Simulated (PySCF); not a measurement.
## Curvature of the energy in the electron number along group 13

Calculated with PySCF 2.14, in def2-TZVP, non-relativistic, def2-TZVP with the def2 core potential (28 electrons), ECP, def2-TZVP with the def2 core potential (60 electrons), ECP: one orbital is emptied in steps, and each cell gives the departure of E from the straight line at half an electron, in eV (from a cubic fit). The exact functional gives zero.

```csv
species,orbital,LDA,PBE,r2SCAN,PBE0,BHandHLYP,LC-wPBE,wB97X,UHF
B,2p alpha,-1.18,-1.16,-1.05,-0.83,-0.52,-0.14,-0.20,0.14
Al,3p alpha,-0.78,-0.76,-0.70,-0.55,-0.36,0.01,-0.04,0.08
Ga,4p alpha,-0.80,-0.78,-0.72,-0.56,-0.38,0.00,-0.07,0.07
In,5p alpha,-0.74,-0.71,-0.66,-0.51,-0.35,0.02,-0.06,0.06
Tl,6p alpha,-0.73,-0.70,-0.64,-0.51,-0.35,0.02,-0.06,0.05
```

**Question.** How does the mean departure depend on the functional?

**Answer.** LDA -0.84 eV; PBE -0.82 eV; r2SCAN -0.75 eV; PBE0 -0.59 eV; BHandHLYP -0.39 eV; LC-wPBE -0.02 eV; wB97X -0.09 eV; UHF 0.08 eV. Semilocal functionals are convex (delocalisation error), Hartree-Fock is concave or straight, and exact exchange removes curvature roughly in proportion to its share, so among the functionals the range-separated hybrids usually come closest to zero.

No spin-orbit coupling is included.
